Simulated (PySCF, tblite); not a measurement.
# AlH₃: dynamics, then NMR shifts on frames

Aim: move AlH₃ (`[AlH3]`) away from its starting geometry and see how NMR shifts follow the geometry.

The runs use tblite 0.8.0 and PySCF 2.14.0, with density-fitted response routines of our own; the level of theory stands in each step. All values are computed, except where a source is named. Atoms count from 0, in the outputs and in this text.

### 1 Starting geometry

4 atoms, charge 0, multiplicity 1; geometry from: GFN2-xTB.

Bonds of the start (Å): Al0–H1 1.55, Al0–H2 1.55, Al0–H3 1.55.

### 2 A short Langevin run with GFN2-xTB

Job settings and geometry (Å):

```
{"job": {"kind": "md", "xc": "GFN2-xTB", "basis": "xTB", "temperature": 400, "steps": 2000, "every": 50, "frames": 5}, "charge": 0, "multiplicity": 1}
Al     0.002430     0.001137     0.012534
H     -1.318365    -0.813236    -0.048335
H      0.037646     1.463976    -0.507427
H      1.288523    -0.647105     0.593530
```

Method: GFN2-xTB Langevin dynamics, gas phase.

On the command line:

```sh
$ OMP_NUM_THREADS=1 python probes_run.py task.json out
```

One launch serves the whole session: the jobs run in the order shown.

Log:

```text
t/fs     T/K      E/eV
    0.0   164.7    -70.41820
   25.0   139.2    -70.36689
   50.0   329.3    -70.38589
   75.0   370.5    -70.37481
  100.0   480.8    -70.31429
  125.0   691.5    -70.19868
  150.0   643.3    -70.22504
  175.0   713.7    -70.34404
  200.0   791.6    -70.11258
  225.0   863.7    -70.25367
  250.0   562.1    -70.21011
  275.0   605.2    -70.30122
  300.0   348.2    -70.27154
  325.0   497.2    -70.15515
  350.0   481.1    -70.21772
  375.0   376.8    -70.18904
  400.0   367.8    -70.26929
  425.0   374.9    -70.10349
  450.0   727.9    -70.30959
  475.0   853.5    -70.22289
  500.0   723.9    -70.27419
  525.0   246.2    -70.10821
  550.0   669.4    -70.28572
  575.0   360.2    -70.25183
  600.0   376.6    -70.31316
  625.0   352.9    -70.29851
  650.0   416.0    -70.31436
  675.0   504.7    -70.35681
  700.0   275.9    -70.26955
  725.0   512.8    -70.39896
  750.0   559.8    -70.34210
  775.0   355.6    -70.27548
  800.0   372.8    -70.30922
  825.0   339.3    -70.40624
  850.0   154.8    -70.36239
  875.0   311.7    -70.37310
  900.0   354.5    -70.38446
  925.0   443.6    -70.36667
  950.0   501.2    -70.33114
  975.0   288.9    -70.29579
 1000.0   231.0    -70.28410
```

Wall time 1.6 s (1 thread of AMD EPYC 9R45, shared host); peak memory 0.18 GiB.

Distance from the start (root mean square after alignment): 0 fs 0.00 Å, 200 fs 0.14 Å, 400 fs 0.14 Å, 600 fs 0.07 Å, 800 fs 0.11 Å, 1000 fs 0.13 Å.

Positions (Å) and forces (eV/Å) at 1000 fs:

```xyz
4

Al   -0.835   -0.690    0.646    0.140   -0.635   -0.071
H    -2.085   -1.397    1.279    0.055    0.156   -0.111
H     0.105   -1.298   -0.398   -0.140   -0.437   -0.311
H    -0.200    0.600    1.027   -0.055    0.915    0.493
```

### 3 NMR shieldings: 250 fs, PBE0/pcSseg-1

Job settings and geometry (Å):

```
{"job": {"kind": "nmr", "xc": "PBE0", "basis": "pcSseg-1", "pop": false}, "charge": 0, "multiplicity": 1}
Al    -0.773200    -0.413400     0.652300
H      0.483000    -0.940200     0.030800
H     -2.390600    -0.641800     0.157800
H     -0.392400     0.695100     1.760500
```

With the program's defaults for keys left out, this is: GIAO PBE0/pcSseg-1 NMR shielding, non-relativistic, gas phase.

Log:

```text
coarse grid: 3488 points
cycle   1  E = -244.0428107789  dE = -2.652e-01  |g| = 1.375e-01  |ddm| = 1.601e+00
cycle   2  E = -244.0485751882  dE = -5.764e-03  |g| = 6.336e-02  |ddm| = 2.378e-01
cycle   3  E = -244.0495219412  dE = -9.468e-04  |g| = 8.625e-03  |ddm| = 8.203e-02
cycle   4  E = -244.0495301578  dE = -8.217e-06  |g| = 1.018e-03  |ddm| = 6.985e-03
final grid: 28008 points
cycle   5  E = -244.0544648701  dE = -1.136e-06  |g| = 4.481e-04  |ddm| = 2.601e-03
cycle   6  E = -244.0544648962  dE = -2.610e-08  |g| = 1.488e-04  |ddm| = 4.645e-04
cycle   7  E = -244.0544648996  dE = -3.369e-09  |g| = 6.831e-06  |ddm| = 1.333e-04
cycle   8  E = -244.0544648996  dE = -1.518e-11  |g| = 1.911e-06  |ddm| = 1.276e-05
converged SCF energy = -244.0544648996

GIAO shielding tensors (ppm)
atom      isotropic    diamagn.    paramagn.     s11        s22        s33       span
  0 Al     275.629     793.009    -517.380    186.755    228.724    411.407    224.652
  1 H       26.233      29.198      -2.965     24.298     25.405     28.998      4.700
  2 H       24.880      26.542      -1.663     23.474     24.548     26.617      3.142
  3 H       25.574      27.814      -2.241     23.995     24.833     27.893      3.899
```

Run time: 0.47 s. Hardware: 1 thread of AMD EPYC 9R45, shared host; peak memory 0.25 GiB.

Shifts follow as δ = σ(reference) − σ, with reference shieldings (ppm) from runs at the same level and on the same kind of geometry: 1H TMS 31.72, 27Al AlH4- 490.0. The references are single molecules in the gas phase. Shifts against hydride references such as AlH4− lie on their own scale. Each atom is listed at this fixed geometry, with no averaging over motion; a spectrum would average atoms that exchange fast.

```tsv
atoms	environment	σ (ppm)	δ (ppm)
H2	hydrogen on an aluminium	24.88	6.84
H3	hydrogen on an aluminium	25.57	6.14
H1	hydrogen on an aluminium	26.23	5.48
Al0	aluminium bonded to 3 H	275.6	214.3
```

### 4 Nuclear shieldings: 425 fs, PBE0/pcSseg-1

Job settings and geometry (Å):

```
{"job": {"kind": "nmr", "xc": "PBE0", "basis": "pcSseg-1", "pop": false}, "charge": 0, "multiplicity": 1}
Al    -1.110500    -0.808600     0.351300
H      0.461000    -0.973100     0.335000
H     -2.531900    -1.612200     0.761500
H     -1.261800     0.730500    -0.096600
```

Method: GIAO PBE0/pcSseg-1 NMR shielding, non-relativistic, gas phase.

Log:

```text
coarse grid: 3488 points
cycle   1  E = -244.0382309325  dE = -2.724e-01  |g| = 1.457e-01  |ddm| = 1.602e+00
cycle   2  E = -244.0448648488  dE = -6.634e-03  |g| = 7.176e-02  |ddm| = 2.813e-01
cycle   3  E = -244.0462571539  dE = -1.392e-03  |g| = 8.289e-03  |ddm| = 9.902e-02
cycle   4  E = -244.0462653651  dE = -8.211e-06  |g| = 1.134e-03  |ddm| = 7.546e-03
final grid: 28008 points
cycle   5  E = -244.0515046466  dE = -9.563e-07  |g| = 5.198e-04  |ddm| = 3.059e-03
cycle   6  E = -244.0515046836  dE = -3.696e-08  |g| = 1.678e-04  |ddm| = 7.250e-04
cycle   7  E = -244.0515046889  dE = -5.278e-09  |g| = 6.586e-06  |ddm| = 1.835e-04
cycle   8  E = -244.0515046889  dE = -1.819e-11  |g| = 2.802e-06  |ddm| = 1.918e-05
converged SCF energy = -244.0515046889

GIAO shielding tensors (ppm)
atom      isotropic    diamagn.    paramagn.     s11        s22        s33       span
  0 Al     280.537     793.014    -512.478    189.985    224.275    427.350    237.364
  1 H       25.101      28.031      -2.930     23.272     24.576     27.456      4.184
  2 H       24.735      26.620      -1.885     23.296     24.634     26.275      2.978
  3 H       25.504      28.329      -2.824     23.995     24.637     27.882      3.888
```

Run time: 0.3 s. Hardware: 1 thread of AMD EPYC 9R45, shared host; peak memory 0.25 GiB.

In short: δ Al0 209.4, H2 6.98, H1 6.62 ppm.

### 5 NMR shieldings: 625 fs, PBE0/pcSseg-1

Job settings and geometry (Å):

```
{"job": {"kind": "nmr", "xc": "PBE0", "basis": "pcSseg-1", "pop": false}, "charge": 0, "multiplicity": 1}
Al    -0.941000    -1.828400     0.649500
H     -0.552700    -3.375100     0.880700
H     -0.452600    -0.684300     1.701700
H     -1.928500    -1.611600    -0.420700
```

With the program's defaults for keys left out, this is: GIAO PBE0/pcSseg-1 NMR shielding, non-relativistic, gas phase.

Log:

```text
coarse grid: 3488 points
cycle   1  E = -244.0461089076  dE = -2.499e-01  |g| = 1.337e-01  |ddm| = 1.605e+00
cycle   2  E = -244.0516276908  dE = -5.519e-03  |g| = 5.732e-02  |ddm| = 2.219e-01
cycle   3  E = -244.0523483121  dE = -7.206e-04  |g| = 8.963e-03  |ddm| = 7.213e-02
cycle   4  E = -244.0523568494  dE = -8.537e-06  |g| = 8.846e-04  |ddm| = 6.771e-03
final grid: 28008 points
cycle   5  E = -244.0572888969  dE = -1.081e-06  |g| = 4.206e-04  |ddm| = 2.253e-03
cycle   6  E = -244.0572889213  dE = -2.446e-08  |g| = 1.617e-04  |ddm| = 5.180e-04
cycle   7  E = -244.0572889258  dE = -4.488e-09  |g| = 9.462e-06  |ddm| = 1.583e-04
cycle   8  E = -244.0572889258  dE = -2.382e-11  |g| = 2.294e-06  |ddm| = 1.669e-05
converged SCF energy = -244.0572889258

GIAO shielding tensors (ppm)
atom      isotropic    diamagn.    paramagn.     s11        s22        s33       span
  0 Al     269.542     793.105    -523.562    181.975    216.936    409.716    227.741
  1 H       25.707      27.555      -1.848     24.086     25.036     27.999      3.914
  2 H       25.534      27.270      -1.737     23.942     25.038     27.621      3.679
  3 H       26.638      29.292      -2.654     24.602     25.776     29.536      4.933
```

It took 0.31 s on 1 thread of AMD EPYC 9R45, shared host; peak memory 0.25 GiB.

This run: δ Al0 220.4, H2 6.18, H1 6.01 ppm.

### 6 Nuclear shieldings: 800 fs, PBE0/pcSseg-1

Job settings and geometry (Å):

```
{"job": {"kind": "nmr", "xc": "PBE0", "basis": "pcSseg-1", "pop": false}, "charge": 0, "multiplicity": 1}
Al    -0.269400    -1.105100     0.364700
H     -1.283900    -1.472500    -0.734800
H     -0.463900    -2.070300     1.620500
H      0.733300     0.208600     0.248200
```

Method: GIAO PBE0/pcSseg-1 NMR shielding, non-relativistic, gas phase.

Log:

```text
coarse grid: 3488 points
cycle   1  E = -244.0474254768  dE = -2.672e-01  |g| = 1.354e-01  |ddm| = 1.600e+00
cycle   2  E = -244.0530056755  dE = -5.580e-03  |g| = 6.128e-02  |ddm| = 2.306e-01
cycle   3  E = -244.0538577909  dE = -8.521e-04  |g| = 8.613e-03  |ddm| = 7.826e-02
cycle   4  E = -244.0538658073  dE = -8.016e-06  |g| = 9.674e-04  |ddm| = 6.907e-03
final grid: 28008 points
cycle   5  E = -244.0590422830  dE = -9.361e-07  |g| = 4.176e-04  |ddm| = 2.584e-03
cycle   6  E = -244.0590423036  dE = -2.062e-08  |g| = 1.448e-04  |ddm| = 4.563e-04
cycle   7  E = -244.0590423065  dE = -2.927e-09  |g| = 7.242e-06  |ddm| = 1.273e-04
cycle   8  E = -244.0590423065  dE = -1.756e-11  |g| = 1.769e-06  |ddm| = 1.405e-05
converged SCF energy = -244.0590423065

GIAO shielding tensors (ppm)
atom      isotropic    diamagn.    paramagn.     s11        s22        s33       span
  0 Al     277.223     792.751    -515.528    196.443    222.130    413.096    216.652
  1 H       26.080      28.553      -2.473     24.307     25.222     28.710      4.403
  2 H       25.639      27.713      -2.074     23.971     24.948     27.999      4.028
  3 H       25.253      26.979      -1.725     23.738     24.847     27.175      3.437
```

Wall time 0.31 s (1 thread of AMD EPYC 9R45, shared host); peak memory 0.25 GiB.

Key values: δ Al0 212.7, H3 6.46, H2 6.08 ppm.

### 7 NMR shieldings: 1000 fs, PBE0/pcSseg-1

Job settings and geometry (Å):

```
{"job": {"kind": "nmr", "xc": "PBE0", "basis": "pcSseg-1", "pop": false}, "charge": 0, "multiplicity": 1}
Al    -0.835400    -0.690400     0.646100
H     -2.084600    -1.396600     1.278900
H      0.105300    -1.297700    -0.398300
H     -0.200200     0.599900     1.026800
```

With the program's defaults for keys left out, this is: GIAO PBE0/pcSseg-1 NMR shielding, non-relativistic, gas phase.

Log:

```text
coarse grid: 3488 points
cycle   1  E = -244.0433317294  dE = -2.232e-01  |g| = 1.363e-01  |ddm| = 1.616e+00
cycle   2  E = -244.0493100935  dE = -5.978e-03  |g| = 5.517e-02  |ddm| = 2.359e-01
cycle   3  E = -244.0500446296  dE = -7.345e-04  |g| = 8.857e-03  |ddm| = 7.234e-02
cycle   4  E = -244.0500533528  dE = -8.723e-06  |g| = 8.385e-04  |ddm| = 6.810e-03
final grid: 28008 points
cycle   5  E = -244.0547178228  dE = -1.287e-06  |g| = 4.822e-04  |ddm| = 3.101e-03
cycle   6  E = -244.0547178519  dE = -2.908e-08  |g| = 2.236e-04  |ddm| = 6.567e-04
cycle   7  E = -244.0547178597  dE = -7.840e-09  |g| = 9.705e-06  |ddm| = 2.071e-04
cycle   8  E = -244.0547178597  dE = -1.597e-11  |g| = 1.686e-06  |ddm| = 1.438e-05
converged SCF energy = -244.0547178597

GIAO shielding tensors (ppm)
atom      isotropic    diamagn.    paramagn.     s11        s22        s33       span
  0 Al     260.074     794.420    -534.346    167.543    194.935    417.744    250.201
  1 H       26.001      28.263      -2.262     24.248     25.674     28.080      3.832
  2 H       26.184      28.970      -2.786     24.250     25.434     28.868      4.618
  3 H       26.427      29.493      -3.066     24.349     25.642     29.291      4.942
```

Run time: 0.31 s. Hardware: 1 thread of AMD EPYC 9R45, shared host; peak memory 0.25 GiB.

Key values: δ Al0 229.9, H1 5.72, H2 5.53 ppm.

### 8 Run by run: NMR shifts

Shifts (ppm), with basis size and wall time:

```tsv
frame	H2	H3	H1	Al0	functions	time
250 fs	6.84	6.14	5.48	214.3	39	0.47 s
425 fs	6.98	6.21	6.62	209.4	39	0.3 s
625 fs	6.18	5.08	6.01	220.4	39	0.31 s
800 fs	6.08	6.46	5.64	212.7	39	0.31 s
1000 fs	5.53	5.29	5.72	229.9	39	0.31 s
```

### 9 What came out

| quantity | value |
| --- | --- |
| thermostat | 400 K |
| mean temperature, second half | 398 K |
| mean potential energy above the minimum | 0.10 eV |
| 1H shifts against TMS (PBE0/pcSseg-1, 250 fs) | 6.84, 6.14, 5.48 ppm |
| 27Al shifts against AlH4- (PBE0/pcSseg-1, 250 fs) | 214.3 ppm |
| range of the shift of Al0 | 209.4 to 229.9 ppm |

**Reading.** In the second half the potential energy averages 0.10 eV above the minimum; equipartition over 6 harmonic modes at 400 K would give 0.10 eV. With 4 atoms the temperature swings widely (139 to 864 K). Shifts at one fixed geometry are not the observed spectrum, which averages over the motion. In the first frame run (250 fs): The largest span, 225 ppm, is at Al0, where the paramagnetic term is -517 ppm. In ppm, Al0 moves most: its shift spreads over 20.5 ppm, from 209.4 (425 fs) to 229.9 (1000 fs).
